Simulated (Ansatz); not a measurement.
# LiMgH (singlet): from Hartree-Fock to the top rungs at angle Li1–Mg2–H3 = 143.6°, cc-pVTZ

Aim: climb from Hartree-Fock through coupled cluster for LiMgH (singlet) at one geometry and basis, and see what each rung misses.

The runs use Ansatz 0.2.0, Gaussian basis; cc-pVTZ, core rule «outside noble gas», up to 6 orbitals frozen.

The runs, in order: UHF; CCSD(T) on RHF; CCSD(T) on UHF; BCCD(T) on RHF; CCSDT(Q) on RHF; CCSDT(Q) on UHF; Full CI.

24 further runs of the same task are left out: 14 for a known fault of the program, 6 that didn't finish, 4 set aside as unsound or not needed.

## Step 1: The system

The geometry derives from a PBE0/def2-TZVP stationary point (not a proven minimum). One angle is set to the value named; bond lengths are kept.

3 atoms, charge 0, spin multiplicity 1.

Atoms are counted from 1 here; the program's logs count them from 0.

Bond lengths: Mg2–H3 1.746 Å.

## Step 2: UHF

File in.yaml:

```yaml
crystal:
  periodic: [false, false, false]
  atoms:
    - {symbol: Li, position_ang: [0.666818, 0.000000, 2.131823]}
    - {symbol: Mg, position_ang: [-0.204565, 0.000000, -0.518504]}
    - {symbol: H, position_ang: [0.340865, 0.000000, -2.177441]}
basis:
  gaussian: {orbitals: cc-pVTZ}
magnetization: {spin_polarized: true, initial_magnetization: 0}
hamiltonian: {xc: hf}
output: {orbitals: {seedname: orbitals}}
```

Command:

```sh
> ansatz run in.yaml --threads 1 --pin off --events-out ev --progress --plain --max-ram 2393MiB
```

The runs that follow: CCSD(T) on RHF; CCSD(T) on UHF; BCCD(T) on RHF; CCSDT(Q) on RHF; CCSDT(Q) on UHF; Full CI.

Q: Predict the results of all the runs planned. Wanted: FCI below the RHF energy; RMP2 from FCI; RCCSD from FCI; RCCSD(T) from FCI; RCCSDT(Q) from FCI; T1 diagnostic; effectively unpaired electrons.

The runs gave:

```
                         quantity                                        value
         FCI below the RHF energy                                   -1.9964 eV
                    RMP2 from FCI                                 +51.1 kJ/mol
                   RCCSD from FCI                                  +3.5 kJ/mol
                RCCSD(T) from FCI                                  +0.9 kJ/mol
               RCCSDT(Q) from FCI                                   0.0 kJ/mol
levels within 1 kcal/mol (43 meV)  RCCSD, RCCSD(T), BCCD(T), RCCSDT, RCCSDT(Q)
                    T1 diagnostic                                        0.013
   effectively unpaired electrons                                         0.11
```

What this shows: RCCSD(T) misses by +0.9 kJ/mol, 0.5 % of the correlation energy. One determinant dominates. These misses are within one basis, not against nature.
